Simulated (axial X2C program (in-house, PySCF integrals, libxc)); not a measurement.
## Correcting the dissociation energy of CF⁺ for spin–orbit coupling

A spin-free CCSD(T) curve (one-electron X2C) was computed with an axial X2C code built on PySCF integrals, basis F dyall-av3z [7s6p3d2f], C dyall-v3z [7s6p2d1f] (cores contracted in-house), for the state M_S = 0, Λ = 0 (closed shell). It gives D0 = 7.586 eV to F + C+, which in a spin-free picture are the weighted means of the ground terms.

Correlated methods: 10 electrons correlated (number of frozen shells: F 1 s; C 1 s), 172 virtual spin orbitals or spinors in MP2, 88 natural virtuals in coupled cluster.

Measured levels of the ground terms (NIST Handbook of Basic Atomic Spectroscopic Data), in cm⁻¹: F 2P: J = 3/2 at 0, J = 1/2 at 404.1; C+ 2P: J = 1/2 at 0, J = 3/2 at 63.4.

The molecular state has Λ = 0, so it has no first-order lowering.

(1) How far does each ground level lie under the (2J+1)-weighted mean of its term?

(2) Correct D0.

Second-order spin–orbit effects in the molecule, which grow quickly with Z, are left out. The state is a single determinant with fixed occupations, the lowest that a limited PBE0 search found. Dissociation energies refer to the lowest single-determinant-based atoms at the same level and basis. CCSD and (T) use frozen natural virtuals with an MP2 correction for the truncation; (T) itself is uncorrected, so its De runs slightly low.

## Answers

(1) F: (4 × 0 + 2 × 404.1)/6 = 135 cm⁻¹; C+: (2 × 0 + 4 × 63.4)/6 = 42 cm⁻¹.

(2) D0 = 7.586 + (0 − 177)/8065.5 = 7.564 eV at CCSD(T) with these spin–orbit terms. The direct two-component run gives 7.571 eV; the difference holds second-order terms in the molecule, scalar two-electron terms, the gap between measured and computed atomic splittings (a 2c atom can miss part of its lowering) and, in coupled cluster, the truncation of each run.
